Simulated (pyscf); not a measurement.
Elementary routes open to H₃Si–S–SnH₃ + H atom (H•) in the gas phase (doublet surface):
A. H₃Si–SH + SnH₃• (S–Sn broken; H–S formed)
B. silyl (SiH₃•) + HS–SnH₃ (S–Si broken; H–S formed)

Structures and frequencies: ωB97X-D3(BJ)/def2-SVP in PySCF.

Problem. Rank the routes by free-energy barrier at 1200 K, lowest first, for ωB97M-D3(BJ)/def2-TZVP energies (ideal gas, 1 atm, RRHO with modes under 100 cm⁻¹ raised to 100, one conformer, R ln 2 for chiral ones without a mode under 150 cm⁻¹).

Solution. A (29.2 kcal/mol), B (35.0 kcal/mol)

Route A is the fastest of these, ahead of the next by 5.9 kcal/mol. The most stable products are those of A (ΔG = -26.9 kcal/mol), so kinetics and thermodynamics agree. At 298 K A is still the fastest. Only these routes are compared; each barrier is that of the saddle found, and lower ones may exist. Elements past Kr carry the def2 core potentials, without spin-orbit coupling.
